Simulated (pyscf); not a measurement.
Single points on ωB97X-D3(BJ)/def2-SVP structures (PySCF, gas phase).

Problem. Estimate by transition-state theory the rate constant of NH₃ + H₂N–TiH(NH₂)–NH₂ → H₂N–Ti(NH₂)(NH₂)–NH₂ + H₂ (singlet surface; H–N, H–Ti broken, N–Ti, H–H formed) at 900 K, with ωB97M-D3(BJ)/def2-TZVP energies (ideal gas, 1 atm, RRHO with modes under 100 cm⁻¹ raised to 100, one conformer, R ln 2 for chiral ones without a mode under 150 cm⁻¹; no tunnelling).

Solution. The electronic barrier is 11.3 kcal/mol and the thermal terms add +29.4, so ΔG‡ = 40.6 kcal/mol. With k_BT/h = 1.88e+13 s⁻¹ and RT = 1.788 kcal/mol, and a volume of 1.23e-19 cm³ per molecule at 1 atm, k = 3.1e-16 cm³ molecule⁻¹ s⁻¹. Wigner's tunnelling factor for 1308i cm⁻¹ would be 1.18. A shift of 1 kcal/mol in the barrier changes k by a factor 1.7. On the reactant side the descent ends in an adduct with a N–Ti contact (not fully relaxed), 13.6 kcal/mol under the separated species and 22.6 kcal/mol under the saddle at ωB97X-D3(BJ)/def2-TZVP. What is counted as formed (N–Ti) is already present as a longer contact in the reactant adduct; forming that adduct is a step of its own. At the saddle there is also a short H–Ti contact that neither side keeps. At ωB97X-D3(BJ) the barrier from the zero used here is 9.0 kcal/mol. One saddle was located; it need not be the lowest between these sides.
